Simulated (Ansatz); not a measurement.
Relaxation of CH6AlO (9 atoms, charge 0, multiplicity 2), to a largest force component of 0.03 eV/Å in at most 50 steps.

Theory: UKS PBE0/def2-SVP in Ansatz 0.2.0.

```xyz
9
Properties=species:S:1:pos:R:3
Al 0.022 -0.890 -0.441
H -0.189 -0.049 2.181
O 1.419 -0.228 -1.187
H 2.307 -0.550 -1.019
C -1.691 -0.057 -0.946
H -2.520 -0.780 -0.971
H -1.956 0.730 -0.219
H -1.586 0.409 -1.939
H -0.211 0.463 2.690
```

**Question.** Where does it end, and by what steps?

**Answer.** It converged. The force dipped under the threshold on the way, but the program's further checks kept it going. After 6 steps the energy has fallen by 0.045 eV; H2 moved furthest, 0.33 Å.

```csv
step,energy less start (eV),largest force component (eV/Å),accepted
0,0.0000,1.214,yes
1,-0.0426,0.192,yes
2,-0.0440,0.033,yes
3,-0.0432,0.094,no
4,-0.0441,0.014,yes
5,-0.0445,0.144,yes
6,-0.0451,0.018,yes
```

```xyz
9
Properties=species:S:1:pos:R:3
Al 0.038 -0.939 -0.574
H -0.268 -0.070 2.500
O 1.434 -0.246 -1.292
H 2.327 -0.568 -1.151
C -1.677 -0.070 -0.992
H -2.512 -0.786 -1.033
H -1.910 0.676 -0.214
H -1.602 0.453 -1.960
H -0.233 0.598 2.866
```

Whether the end is a true minimum wasn't checked by a vibrational analysis.

Time of the run: 13 s on 2 threads of Arm Neoverse V2, with other jobs on the host, peak memory 0.17 GiB.
